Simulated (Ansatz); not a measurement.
Results of LDA (plane waves, PAW; Ansatz, a first-principles code) for TlHgInS3 (C2/c, No. 15; cell taken from a computed entry).

Run with plane-wave cutoff 520 eV, 10×10×2 k mesh (along the axes of the cell as run), Fermi–Dirac smearing 0.01 eV, scalar-relativistic PAW data made under PBE.

Cell (relaxed with PBEsol):

```
CELL_PARAMETERS angstrom
      6.89779    -1.96153     0.02802
      6.89779     1.96153     0.02802
     -5.09269     0.00000    20.71463
ATOMIC_POSITIONS crystal
  Tl 0.88576 0.12329 0.92276
  Tl 0.11424 0.87671 0.07724
  Tl 0.87671 0.11424 0.57724
  Tl 0.12329 0.88576 0.42276
  In 0.17378 0.31249 0.82506
  In 0.82622 0.68751 0.17494
  In 0.68751 0.82622 0.67494
  In 0.31249 0.17378 0.32506
  Hg 0.42227 0.57773 0.75000
  Hg 0.57773 0.42227 0.25000
  Hg 0.50000 0.00000 0.00000
  Hg 0.00000 0.50000 0.50000
  S  0.55257 0.69322 0.84889
  S  0.44743 0.30678 0.15111
  S  0.30678 0.44743 0.65111
  S  0.69322 0.55257 0.34889
  S  0.78653 0.92071 0.79638
  S  0.21347 0.07929 0.20362
  S  0.07929 0.21347 0.70362
  S  0.92071 0.78653 0.29638
  S  0.24087 0.43997 0.94430
  S  0.75913 0.56003 0.05570
  S  0.56003 0.75913 0.55570
  S  0.43997 0.24087 0.44430
```

Question: What does this level give for the band gap, smallest direct gap on the k points sampled and direct gap at Γ?

Answer: 
- band gap = 1.22 eV
- smallest direct gap on the k points sampled = 1.29 eV
- direct gap at Γ = 1.67 eV

Note: cell and atoms aren't relaxed at this level (largest force component 0.10 eV/Å, pressure -2.1 GPa).

Spin–orbit coupling is not included; with these elements it can move the gap by several tenths of an eV or more.

The result took roughly 11 core-minutes.
